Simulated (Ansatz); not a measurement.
## Cobalt, hcp: convergence with Fermi-Dirac smearing

Computed with Ansatz, PBE, scalar-relativistic PAW, on the relaxed cell (a = 2.494 Å, c = 4.028 Å (c/a = 1.615); ferromagnetic, net 1.61 μB per atom). Errors count from a run at 420 eV on a Γ-centred 24×24×13 mesh with Fermi-Dirac smearing of 0.05 eV, extrapolated to zero width. Fixed here: cutoff 420 eV, mesh 14×14×8.

| width (eV) | E(σ→0) error (meV/atom) | F error (meV/atom) | P (GPa) | sphere moment (μB) | SCF iterations |
| --- | --- | --- | --- | --- | --- |
| 0.01 | 3.2 | 3.0 | -0.07 | 1.67 | 20 |
| 0.03 | 3.1 | 1.6 | -0.14 | 1.66 | 15 |
| 0.1 | 3.0 | -13.0 | 0.35 | 1.67 | 14 |
| 0.2 | 11.4 | -65.8 | 0.86 | 1.62 | 15 |
| 0.6 | 44.1 | -903.6 | 5.16 | 0.00 | 22 |
| 1.0 | -290.5 | -2388.9 | 21.51 | 0.00 | 18 |

Question: What does the run at 0.3 give (width)?

Answer: E(σ→0) error (meV/atom): 37.3; F error (meV/atom): -173.5; P (GPa): 0.97; sphere moment (μB): 1.44; SCF iterations: 13.
